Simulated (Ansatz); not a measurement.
The same path of HS2Si (4 atoms, charge -1, multiplicity 1) was run twice with different band settings. Lost on the way: Si2–H4. Made: S3–H4.

These are results of RKS BHLYP/STO-3G (Ansatz), not measurements.

Relaxed end points:

```xyz
4
Properties=species:S:1:pos:R:3
S -1.785 -0.794 0.050
Si 0.000 0.019 -0.009
S 1.768 -0.555 0.621
H 0.016 1.331 -0.662
```

```xyz
4
Properties=species:S:1:pos:R:3
S -1.726 -1.478 0.409
Si -0.995 0.199 -0.311
S 1.186 0.045 0.214
H 1.535 1.234 -0.312
```

Common settings: movable images 5; climbing image yes; spring 5.0 eV/Å²; start path through a guess of the saddle point; force threshold 0.03 eV/Å; iteration limit 60; end points relaxed.

| run | optimiser |
| --- | --- |
| 1 | quadratic models (default) |
| 2 | lbfgs |

(1) What does each run give, and how far can it be trusted?

Results:

(1) Run 1: converged after 14 iterations, highest image 3.362 eV above the first end. Neighbouring images differ by up to 2.3 eV, so the band resolves the path poorly. A vibrational analysis at the climbing image gives one clearly imaginary mode, 1952i cm⁻¹: a first-order saddle point.
Run 2: not converged after 60 iterations, highest image 3.421 eV above the first end. The band didn't meet its force threshold, so its energies are provisional: the largest band force was still 0.31 eV/Å, and over the last iterations the top stayed at 3.43 eV.
The orbitals stay closed-shell, which can raise the energy where a bond breaks towards radicals; this wasn't checked here. Limits of this set-up: minimal basis, an anion without diffuse functions, the dipole of an ion depends on the origin.
